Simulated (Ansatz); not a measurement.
**AlPH2+ (quartet): from Hartree-Fock to the top rungs, cc-pVTZ**

How much of the correlation energy of AlPH2+ (quartet) does each wave-function method recover here?

The runs use Ansatz 0.2.0, Gaussian basis; cc-pVTZ, core rule «outside noble gas», up to 10 orbitals frozen.

Plan: UHF; CCSD(T) on ROHF; CCSD(T) on UHF; BCCD(T) on ROHF; CCSDT(Q) on ROHF; CCSDT(Q) on UHF.

16 further runs of the same task are left out: 10 for a known fault of the program, 6 set aside as unsound or not needed.

### Step 1. The system

The geometry is a PBE0/def2-TZVP stationary point (not a proven minimum) of the parent state, kept for this charge and spin.

4 atoms, charge 1, spin multiplicity 4.

Atoms are counted from 1 here; the program's logs count them from 0.

Bond lengths: Al1–P2 2.334 Å, Al1–H3 1.588 Å, Al1–H4 1.588 Å. Angles: P2–Al1–H3 119.7°, P2–Al1–H4 119.7°, H3–Al1–H4 120.5°.

### Step 2. UHF

File in.yaml:

```yaml
crystal:
  periodic: [false, false, false]
  atoms:
    - {symbol: Al, position_ang: [0.000000, 0.000000, 1.179176]}
    - {symbol: P, position_ang: [0.000000, 0.000000, -1.155185]}
    - {symbol: H, position_ang: [0.000000, 1.378539, 1.966597]}
    - {symbol: H, position_ang: [0.000000, -1.378539, 1.966597]}
basis:
  gaussian: {orbitals: cc-pVTZ}
total_charge: 1
magnetization: {spin_polarized: true, initial_magnetization: 3}
hamiltonian: {xc: hf}
output: {orbitals: {seedname: orbitals}}
```

Started as:

```bash
ansatz run in.yaml --threads 1 --pin off --events-out ev --progress --plain --max-ram 4096MiB --backend cpu
```

Further steps of the session: CCSD(T) on ROHF; CCSD(T) on UHF; BCCD(T) on ROHF; CCSDT(Q) on ROHF; CCSDT(Q) on UHF.

**Question.** What will the summary of the whole plan be? Wanted: UCCSDT(Q) below the RHF energy; RMP2 from UCCSDT(Q); UMP2 from UCCSDT(Q); RCCSD from UCCSDT(Q); RCCSD(T) from UCCSDT(Q); UCCSD(T) from UCCSDT(Q); RCCSDT(Q) from UCCSDT(Q); T1 diagnostic.

**Answer**, as computed:

| quantity | value |
| --- | --- |
| UCCSDT(Q) below the RHF energy | -5.3182 eV |
| RMP2 from UCCSDT(Q) | +1171.2 meV |
| UMP2 from UCCSDT(Q) | +1164.5 meV |
| RCCSD from UCCSDT(Q) | +219.0 meV |
| RCCSD(T) from UCCSDT(Q) | +46.5 meV |
| UCCSD(T) from UCCSDT(Q) | +44.5 meV |
| RCCSDT(Q) from UCCSDT(Q) | +2.3 meV |
| levels within 1 kcal/mol (43 meV) | RCCSDT, UCCSDT, RCCSDT(Q) |
| T1 diagnostic | 0.026 |

What this shows: RCCSD(T) lands +46.5 meV from the yardstick (0.9 % of the correlation energy). These misses are within one basis, not against nature; the frozen cores of restricted and unrestricted runs differ, which can shift their rows.
